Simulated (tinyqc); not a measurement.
Hueckel theory of the pi electrons, for the molecule c1[cH-]cnn1 (SMILES; centres numbered as the heavy atoms are written), step by step. Computed by tinyqc, a small Python program that keeps every step. Settings: charge = -1. Command: `OMP_NUM_THREADS=1 python tinyqc.py 30468 30469 out.jsonl` (the two numbers bound the seeds that draw the settings). One thread of a shared host (Intel(R) Xeon(R) Processor @ 2.60GHz), about 0.01 s of CPU time with the checks.

## The Hueckel matrix

Centres:
```
centre  z_r, pi electrons of the neutral centre       h
1C                                            1  0.0000
2C                                            1  0.0000
3C                                            1  0.0000
4N                                            1  0.5000
5N                                            1  0.5000
```

Bonds:
```
i  j       k
1  2       1
2  3       1
3  4       1
4  5  1.0000
5  1  1.0000
```

H_rr = alpha + h_r beta, H_rs = k_rs beta for bonded centres.

Hueckel matrix in units of beta (H = alpha + beta A), order 1C, 2C, 3C, 4N, 5N:
$$\begin{pmatrix}
0.0000 & 1.0000 & 0.0000 & 0.0000 & 1.0000 \\
1.0000 & 0.0000 & 1.0000 & 0.0000 & 0.0000 \\
0.0000 & 1.0000 & 0.0000 & 1.0000 & 0.0000 \\
0.0000 & 0.0000 & 1.0000 & 0.5000 & 1.0000 \\
1.0000 & 0.0000 & 0.0000 & 1.0000 & 0.5000
\end{pmatrix}$$

## Orbitals

pi electrons, sum of z_r less the charge = 6

Diagonalise; E = alpha + x beta with beta < 0, so the largest x are filled first; degenerate levels share their electrons. P = sum n_i c_ri c_si; each orbital has its largest coefficient positive (the first on a tie).

x values: [2.2413, 0.8442, 0.7808, -1.2808, -1.5855]

occupations: [2.0000, 2.0000, 2.0000, 0.0000, 0.0000]

coefficients, order 1C, 2C, 3C, 4N, 5N:
$$\begin{pmatrix}
0.3942 & 0.2856 & 0.5573 & 0.4352 & -0.5129 \\
0.3517 & 0.6765 & 0.0000 & 0.0000 & 0.6470 \\
0.3942 & 0.2856 & -0.5573 & -0.4352 & -0.5129 \\
0.5317 & -0.4354 & -0.4352 & 0.5573 & 0.1662 \\
0.5317 & -0.4354 & 0.4352 & -0.5573 & 0.1662
\end{pmatrix}$$

charge and bond-order matrix P, order 1C, 2C, 3C, 4N, 5N:
$$\begin{pmatrix}
1.0951 & 0.6637 & -0.1474 & -0.3146 & 0.6556 \\
0.6637 & 1.1628 & 0.6637 & -0.2151 & -0.2151 \\
-0.1474 & 0.6637 & 1.0951 & 0.6556 & -0.3146 \\
-0.3146 & -0.2151 & 0.6556 & 1.3235 & 0.5660 \\
0.6556 & -0.2151 & -0.3146 & 0.5660 & 1.3235
\end{pmatrix}$$

## Energy, charges, bond orders

E = sum n x; q_r = z_r - P_rr; bond order p = P_rs; free valence = sqrt(3) - sum of p over the bonds of the atom.

pi energy = 6 alpha + this times beta = 7.7326

pi charges: 1C -0.0951, 2C -0.1628, 3C -0.0951, 4N -0.3235, 5N -0.3235

Bond orders and lengths from R = 1.517 - 0.180 p (angstrom, C-C alone):
```
bond       p       R
1-2   0.6637  1.3975
2-3   0.6637  1.3975
3-4   0.6556       -
4-5   0.5660       -
5-1   0.6556       -
```

free valence of the carbons: 1C 0.4128, 2C 0.4047, 3C 0.4128

gap between the highest filled and the next level = 2.0616 |beta|
